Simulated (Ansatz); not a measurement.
A made-up structure of CH$_{2}$NaO, doublet:

```xyz
5
angstrom
C -0.4015 0.3279 -0.2078
O 0.3369 -0.0041 0.4125
Na 1.5481 -1.2587 0.8064
H -1.4312 -0.0229 0.0527
H -0.0523 0.9578 -1.0637
```

It is relaxed with PBE-D4/def2-SVP and then PBE0-D4/def2-TZVP (Ansatz 0.2.0). Atoms count as bonded within 1.22 times the sum of their covalent radii (H–H: 0.88 Å). The end point is not checked to be a true minimum.

Question: Does its bonding change? (Judge from chemistry; the calculation decides.)

Answer: By the calculation: Yes. Formed: none; broken: C1–Na3.

Where it ends: The first stage lowers the energy by 4.10 eV in 12 steps. It ends as CH₂NaO ([CH2][O][Na]):
```xyz
5
angstrom
C -0.5038 0.3404 -0.3232
O 0.3546 -0.4870 0.0101
Na 1.9412 -1.3171 1.2406
H -1.5343 0.2778 0.0531
H -0.2576 1.1859 -0.9806
```

Labels in which every atom is bracketed show which atoms are joined, not bond orders.

For scale, one of the runs: PBE0-D4/def2-TZVP relaxation, 106 basis functions, launched by `ansatz run in.yaml --threads 2 --pin off --events-out ev --progress --plain --max-ram 4352MiB`. Hardware: 2 CPU threads of an Arm Neoverse V2, shared host. Wall time about 34 s.
